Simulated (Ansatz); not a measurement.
System: C$_{2}$H$_{5}$S, net charge 0, doublet state. It need not be the lowest isomer of its formula. SMILES: [CH2]SC
Geometry from a B3LYP-D3(BJ)/def2-TZVP (Ansatz, a quantum-chemistry and plane-wave program) optimisation:
```
S
C 1 1.7031
H 2 1.0784 1 117.39
H 2 1.0789 3 120.79 1 -172.67
C 1 1.8098 2 101.63 3 178.37
H 5 1.0884 1 107.19 2 179.31
H 5 1.0892 6 109.47 1 -119.70
H 5 1.0894 6 109.32 7 -120.69
```
Charge 0, spin multiplicity 2.

Computed values are from Ansatz. Correlated levels leave the core frozen unless marked. UHF or UKS for open shells. No spin-orbit coupling. No relativistic terms. CBS marks a two-point X^-3 extrapolation of the correlation energy; Hartree-Fock from the larger set. [CCSD(T)-MP2]/basis is that difference in the basis named.

* **atomisation energy De**: 666.7 kcal/mol at RI-MP2/CBS(cc-pV(T+d)Z,cc-pV(Q+d)Z)+[CCSD(T)-MP2]/cc-pV(T+d)Z
* **total energy**: -476.8214 Eh at RI-MP2/CBS(cc-pV(T+d)Z,cc-pV(Q+d)Z)+[CCSD(T)-MP2]/cc-pV(T+d)Z
* **dipole moment**: 1.43 D at CCSD(T)/aug-cc-pV(D+d)Z
* **T1 diagnostic**: 0.018 at CCSD/cc-pV(T+d)Z
